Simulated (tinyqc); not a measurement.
Inside a calculation (part 2 of 2). Method: CIS and TDHF on RHF in the sto-6g basis, for H2O, spin multiplicity 1. Computed by tinyqc, a small Python program that keeps every step (integrals from PySCF). Command: `OMP_NUM_THREADS=1 python tinyqc.py 31798 31799 out.jsonl` (the two numbers bound the seeds that draw the settings). One thread of a shared host (Intel(R) Xeon(R) Processor @ 2.60GHz), about 0.1 s of CPU time with the checks.

Geometry (angstrom):
```
atom         x          y         z
O     0.000000   0.000000  0.000000
H     0.000000   0.879000  0.735000
H     0.000000  -0.879000  0.735000
```

## Integrals over molecular orbitals

coefficients C:
```
              MO1        MO2        MO3        MO4       MO5        MO6        MO7
1O 1s    0.996907  -0.229444   0.000000   0.084226  0.000000  -0.095394   0.000000
1O 2s    0.013861   0.903957   0.000000  -0.460409  0.000000   0.606214   0.000000
1O 2px   0.000000   0.000000   0.000000   0.000000  1.000000   0.000000   0.000000
1O 2py   0.000000   0.000000   0.618992   0.000000  0.000000   0.000000   0.889513
1O 2pz   0.002203   0.075914   0.000000   0.730124  0.000000   0.751880   0.000000
2H 1s   -0.002568   0.133271   0.453357   0.347275  0.000000  -0.685452  -0.711580
3H 1s   -0.002568   0.133271  -0.453357   0.347275  0.000000  -0.685452   0.711580
```

core Hamiltonian H = T + V (hartree):
```
             1O 1s      1O 2s     1O 2px     1O 2py     1O 2pz      2H 1s      3H 1s
1O 1s   -32.854797  -7.260809   0.000000   0.000000  -0.014705  -1.135347  -1.135347
1O 2s    -7.260809  -9.077579   0.000000   0.000000  -0.171196  -2.679772  -2.679772
1O 2px    0.000000   0.000000  -7.334214   0.000000   0.000000   0.000000   0.000000
1O 2py    0.000000   0.000000   0.000000  -7.430034   0.000000  -1.525068   1.525068
1O 2pz   -0.014705  -0.171196   0.000000   0.000000  -7.401210  -1.320616  -1.320616
2H 1s    -1.135347  -2.679772   0.000000  -1.525068  -1.320616  -4.402983  -0.998275
3H 1s    -1.135347  -2.679772   0.000000   1.525068  -1.320616  -0.998275  -4.402983
```

Given earlier and not repeated: Two-electron integrals (ij|kl) in chemists' order.

(pq|rs) = sum C_ip C_jq C_kr C_ls (ij|kl), one index at a time.

one-electron integrals over orbitals h = C^T H C (hartree):
```
            1          2          3          4          5          6          7
1  -32.842416   0.581319   0.000000  -0.205971   0.000000   0.244935   0.000000
2    0.581319  -7.598787   0.000000   0.553456   0.000000  -1.182328   0.000000
3    0.000000   0.000000  -5.958257   0.000000   0.000000   0.000000  -1.780823
4   -0.205971   0.553456   0.000000  -6.487485   0.000000  -1.381239   0.000000
5    0.000000   0.000000   0.000000   0.000000  -7.334214   0.000000   0.000000
6    0.244935  -1.182328   0.000000  -1.381239   0.000000  -5.329087   0.000000
7    0.000000   0.000000  -1.780823   0.000000   0.000000   0.000000  -5.465589
```

Two-electron integrals over orbitals (pq|rs), unique and non-zero (hartree):
```
(11|11) 4.763835    (21|11) -0.442966   (21|21) 0.066398    (22|11) 1.041445
(22|21) -0.016904   (22|22) 0.728986    (31|31) 0.011097    (32|31) 0.016840
(32|32) 0.126666    (33|11) 0.760963    (33|21) -0.004576   (33|22) 0.612428
(33|33) 0.587961    (41|11) 0.166085    (41|21) -0.023358   (41|22) 0.011961
(41|33) 0.005065    (41|41) 0.024307    (42|11) -0.156499   (42|21) 0.008363
(42|22) -0.030842   (42|33) 0.002309    (42|41) 0.017700    (42|42) 0.130052
(43|31) -0.002543   (43|32) 0.027659    (43|43) 0.058524    (44|11) 0.916229
(44|21) -0.010529   (44|22) 0.655804    (44|33) 0.560533    (44|41) -0.008141
(44|42) -0.088270   (44|44) 0.680443    (51|51) 0.026642    (52|51) 0.033355
(52|52) 0.152586    (53|53) 0.026310    (54|51) -0.011534   (54|52) -0.043227
(54|54) 0.046269    (55|11) 1.117103    (55|21) -0.011672   (55|22) 0.759655
(55|33) 0.599175    (55|41) 0.004130    (55|42) -0.082445   (55|44) 0.678740
(55|55) 0.880663    (61|11) -0.193607   (61|21) 0.030843    (61|22) -0.002613
(61|33) 0.000821    (61|41) 0.003232    (61|42) 0.021201    (61|44) -0.014725
(61|55) -0.004771   (61|61) 0.026678    (62|11) 0.262211    (62|21) -0.006516
(62|22) 0.129388    (62|33) 0.066268    (62|41) 0.018632    (62|42) 0.035668
(62|44) 0.056992    (62|55) 0.136526    (62|61) 0.010995    (62|62) 0.094327
(63|31) 0.002657    (63|32) -0.033415   (63|43) -0.038993   (63|63) 0.073317
(64|11) 0.281613    (64|21) -0.003353   (64|22) 0.136629    (64|33) 0.051464
(64|41) 0.000318    (64|42) -0.054912   (64|44) 0.132293    (64|55) 0.158467
(64|61) -0.002153   (64|62) 0.057691    (64|64) 0.106618    (65|51) 0.012290
(65|52) 0.048536    (65|54) 0.007494    (65|65) 0.033397    (66|11) 0.788298
(66|21) -0.007738   (66|22) 0.593596    (66|33) 0.546190    (66|41) 0.016892
(66|42) 0.043604    (66|44) 0.545390    (66|55) 0.578705    (66|61) 0.008844
(66|62) 0.092780    (66|64) 0.056325    (66|66) 0.581173    (71|31) 0.014565
(71|32) 0.021161    (71|43) -0.003423   (71|63) 0.003115    (71|71) 0.019137
(72|31) 0.015028    (72|32) 0.057476    (72|43) -0.029865   (72|63) 0.028615
(72|71) 0.018981    (72|72) 0.068869    (73|11) 0.373157    (73|21) -0.006662
(73|22) 0.170734    (73|33) 0.089746    (73|41) -0.000389   (73|42) -0.079180
(73|44) 0.135208    (73|55) 0.205344    (73|61) -0.005271   (73|62) 0.065375
(73|64) 0.108268    (73|66) 0.046659    (73|73) 0.163329    (74|31) -0.007985
(74|32) -0.071257   (74|43) -0.018097   (74|63) 0.056493    (74|71) -0.010415
(74|72) -0.016401   (74|74) 0.072545    (75|53) 0.023866    (75|75) 0.024649
(76|31) 0.007223    (76|32) 0.081197    (76|43) 0.065402    (76|63) -0.064761
(76|71) 0.009164    (76|72) -0.003839   (76|74) -0.062235   (76|76) 0.111774
(77|11) 0.823077    (77|21) -0.008202   (77|22) 0.602741    (77|33) 0.576106
(77|41) 0.003473    (77|42) -0.017018   (77|44) 0.568327    (77|55) 0.600751
(77|61) -0.002943   (77|62) 0.058977    (77|64) 0.050841    (77|66) 0.547253
(77|73) 0.091223    (77|77) 0.587408
```

## CIS matrix, singlets

orbital energies (hartree): MO1 -20.535548, MO2 -1.206839, MO3 -0.526696, MO4 -0.443582, MO5 -0.396011, MO6 0.440933, MO7 0.527887

A(ia,jb) = (e_a - e_i) d_ij d_ab + 2 (ia|jb) - (ij|ab).

CIS matrix A, singlet (hartree):
```
           1>6        1>7       2>6        2>7        3>6        3>7        4>6        4>7
1>6  20.241539   0.000000  0.029728   0.000000   0.000000  -0.017765  -0.021198   0.000000
1>7   0.000000  20.278631  0.000000   0.046163  -0.000993   0.000000   0.000000  -0.024304
2>6   0.029728   0.000000  1.242830   0.000000   0.000000   0.049553   0.071777   0.000000
2>7   0.000000   0.046163  0.000000   1.269723  -0.023968   0.000000   0.000000  -0.015784
3>6   0.000000  -0.000993  0.000000  -0.023968   0.568073   0.000000   0.000000   0.047585
3>7  -0.017765   0.000000  0.049553   0.000000   0.000000   0.805133   0.151135   0.000000
4>6  -0.021198   0.000000  0.071777   0.000000   0.000000   0.151135   0.552362   0.000000
4>7   0.000000  -0.024304  0.000000  -0.015784   0.047585   0.000000   0.000000   0.548230
5>6   0.000000   0.000000  0.000000   0.000000   0.000000   0.000000   0.000000   0.000000
5>7   0.000000   0.000000  0.000000   0.000000   0.000000   0.000000   0.000000   0.000000

          5>6       5>7
1>6  0.000000  0.000000
1>7  0.000000  0.000000
2>6  0.000000  0.000000
2>7  0.000000  0.000000
3>6  0.000000  0.000000
3>7  0.000000  0.000000
4>6  0.000000  0.000000
4>7  0.000000  0.000000
5>6  0.325034  0.000000
5>7  0.000000  0.372446
```

## CIS singlet states

dipole integrals <i|r|a> (bohr):
```
            x          y          z
1>6  0.000000   0.000000   0.043903
1>7  0.000000   0.051171   0.000000
2>6  0.000000   0.000000  -0.034269
2>7  0.000000  -0.052303   0.000000
3>6  0.000000  -0.902441   0.000000
3>7  0.000000   0.000000  -0.750032
4>6  0.000000   0.000000  -0.664178
4>7  0.000000  -0.815429   0.000000
5>6  0.065371   0.000000   0.000000
5>7  0.000000   0.000000   0.000000
```

Diagonalise A (1 hartree = 27.211386 eV); each vector has its largest component positive (the first on a tie). The transition dipole is mu = sqrt2 sum c_ia <i|r|a>.

singlet excitation energies (eV): 8.844623  10.134769  13.037895  13.864625  16.477096  23.430794  34.287446  34.581492  550.802662  551.813541

lowest vectors:
```
      state 1   state 2    state 3    state 4   state 5    state 6
1>6  0.000000  0.000000   0.000693   0.000000  0.000000   0.001549
1>7  0.000000  0.000000   0.000000   0.000930  0.000718   0.000000
2>6  0.000000  0.000000  -0.058702   0.000000  0.000000  -0.191067
2>7  0.000000  0.000000   0.000000  -0.003871  0.042896   0.000000
3>6  0.000000  0.000000   0.000000  -0.631586  0.774483   0.000000
3>7  0.000000  0.000000  -0.412488   0.000000  0.000000   0.898447
4>6  0.000000  0.000000   0.909070   0.000000  0.000000   0.395328
4>7  0.000000  0.000000   0.000000   0.775295  0.631138   0.000000
5>6  1.000000  0.000000   0.000000   0.000000  0.000000   0.000000
5>7  0.000000  1.000000   0.000000   0.000000  0.000000   0.000000
```

oscillator strengths 2/3 w |mu|^2: 0.001852  0.000000  0.054606  0.002610  1.193382  0.992588

## TDHF (RPA) singlet states

B(ia,jb) = 2 (ia|jb) - (ib|ja); the squared energies are the eigenvalues of (A - B)(A + B); 1 hartree = 27.211386 eV.

TDHF matrix B, singlet (hartree):
```
           1>6        1>7       2>6        2>7        3>6        3>7        4>6        4>7
1>6   0.026678   0.000000  0.010995   0.000000   0.000000  -0.013657  -0.002153   0.000000
1>7   0.000000   0.019137  0.000000   0.018981   0.011500   0.000000   0.000000  -0.010415
2>6   0.010995   0.000000  0.094327   0.000000   0.000000   0.102135   0.057691   0.000000
2>7   0.000000   0.018981  0.000000   0.068869  -0.008146   0.000000   0.000000  -0.016401
3>6   0.000000   0.011500  0.000000  -0.008146   0.073317   0.000000   0.000000   0.004718
3>7  -0.013657   0.000000  0.102135   0.000000   0.000000   0.163329   0.160043   0.000000
4>6  -0.002153   0.000000  0.057691   0.000000   0.000000   0.160043   0.106618   0.000000
4>7   0.000000  -0.010415  0.000000  -0.016401   0.004718   0.000000   0.000000   0.072545
5>6   0.000000   0.000000  0.000000   0.000000   0.000000   0.000000   0.000000   0.000000
5>7   0.000000   0.000000  0.000000   0.000000   0.000000   0.000000   0.000000   0.000000

          5>6       5>7
1>6  0.000000  0.000000
1>7  0.000000  0.000000
2>6  0.000000  0.000000
2>7  0.000000  0.000000
3>6  0.000000  0.000000
3>7  0.000000  0.000000
4>6  0.000000  0.000000
4>7  0.000000  0.000000
5>6  0.033397  0.000000
5>7  0.000000  0.024649
```

squared energies w^2 (hartree^2): 0.104532  0.138108  0.224656  0.254901  0.360661  0.664555  1.543787  1.609619  409.722043  411.227127

TDHF energies from the positive w^2 (eV): 8.797810  10.112549  12.897621  13.738412  16.341804  22.182792  33.809940  34.523297  550.801776  551.812513

## CIS matrix, triplets

A(ia,jb) = (e_a - e_i) d_ij d_ab - (ij|ab).

CIS matrix A, triplet (hartree):
```
           1>6        1>7        2>6        2>7        3>6        3>7        4>6        4>7
1>6  20.188183   0.000000   0.007738   0.000000   0.000000  -0.007223  -0.016892   0.000000
1>7   0.000000  20.240358   0.000000   0.008202  -0.007223   0.000000   0.000000  -0.003473
2>6   0.007738   0.000000   1.054176   0.000000   0.000000  -0.081197  -0.043604   0.000000
2>7   0.000000   0.008202   0.000000   1.131984  -0.081197   0.000000   0.000000   0.017018
3>6   0.000000  -0.007223   0.000000  -0.081197   0.421439   0.000000   0.000000  -0.065402
3>7  -0.007223   0.000000  -0.081197   0.000000   0.000000   0.478476  -0.065402   0.000000
4>6  -0.016892   0.000000  -0.043604   0.000000   0.000000  -0.065402   0.339125   0.000000
4>7   0.000000  -0.003473   0.000000   0.017018  -0.065402   0.000000   0.000000   0.403141
5>6   0.000000   0.000000   0.000000   0.000000   0.000000   0.000000   0.000000   0.000000
5>7   0.000000   0.000000   0.000000   0.000000   0.000000   0.000000   0.000000   0.000000

          5>6       5>7
1>6  0.000000  0.000000
1>7  0.000000  0.000000
2>6  0.000000  0.000000
2>7  0.000000  0.000000
3>6  0.000000  0.000000
3>7  0.000000  0.000000
4>6  0.000000  0.000000
4>7  0.000000  0.000000
5>6  0.258239  0.000000
5>7  0.000000  0.323147
```

## CIS triplet states

Diagonalise A (1 hartree = 27.211386 eV); each vector has its largest component positive (the first on a tie).

triplet excitation energies (eV): 7.027048  8.338309  8.793279  9.362442  12.804361  13.559352  29.035425  31.073824  549.348984  550.768376

lowest vectors:
```
      state 1   state 2   state 3   state 4    state 5    state 6
1>6  0.000000  0.000882  0.000000  0.000000   0.000000  -0.000051
1>7  0.000000  0.000000  0.000000  0.000352   0.000102   0.000000
2>6  0.000000  0.095994  0.000000  0.000000   0.000000   0.101428
2>7  0.000000  0.000000  0.000000  0.053912   0.106691   0.000000
3>6  0.000000  0.000000  0.000000  0.677019   0.726944   0.000000
3>7  0.000000  0.392984  0.000000  0.000000   0.000000   0.910120
4>6  0.000000  0.914520  0.000000  0.000000   0.000000  -0.401740
4>7  0.000000  0.000000  0.000000  0.733988  -0.678358   0.000000
5>6  1.000000  0.000000  0.000000  0.000000   0.000000   0.000000
5>7  0.000000  0.000000  1.000000  0.000000   0.000000   0.000000
```

## TDHF (RPA) triplet states

B(ia,jb) = - (ib|ja); the squared energies are the eigenvalues of (A - B)(A + B); 1 hartree = 27.211386 eV.

TDHF matrix B, triplet (hartree):
```
           1>6        1>7        2>6        2>7        3>6        3>7        4>6        4>7
1>6  -0.026678   0.000000  -0.010995   0.000000   0.000000  -0.003115   0.002153   0.000000
1>7   0.000000  -0.019137   0.000000  -0.018981   0.005271   0.000000   0.000000   0.010415
2>6  -0.010995   0.000000  -0.094327   0.000000   0.000000  -0.028615  -0.057691   0.000000
2>7   0.000000  -0.018981   0.000000  -0.068869  -0.065375   0.000000   0.000000   0.016401
3>6   0.000000   0.005271   0.000000  -0.065375  -0.073317   0.000000   0.000000  -0.108268
3>7  -0.003115   0.000000  -0.028615   0.000000   0.000000  -0.163329  -0.056493   0.000000
4>6   0.002153   0.000000  -0.057691   0.000000   0.000000  -0.056493  -0.106618   0.000000
4>7   0.000000   0.010415   0.000000   0.016401  -0.108268   0.000000   0.000000  -0.072545
5>6   0.000000   0.000000   0.000000   0.000000   0.000000   0.000000   0.000000   0.000000
5>7   0.000000   0.000000   0.000000   0.000000   0.000000   0.000000   0.000000   0.000000

           5>6        5>7
1>6   0.000000   0.000000
1>7   0.000000   0.000000
2>6   0.000000   0.000000
2>7   0.000000   0.000000
3>6   0.000000   0.000000
3>7   0.000000   0.000000
4>6   0.000000   0.000000
4>7   0.000000   0.000000
5>6  -0.033397   0.000000
5>7   0.000000  -0.024649
```

squared energies w^2 (hartree^2): 0.059071  0.065572  0.083920  0.103816  0.218105  0.232328  1.127724  1.293854  407.562564  409.671036

TDHF energies from the positive w^2 (eV): 6.613616  6.968035  7.882873  8.767660  12.708170  13.115993  28.896956  30.952323  549.348332  550.767490
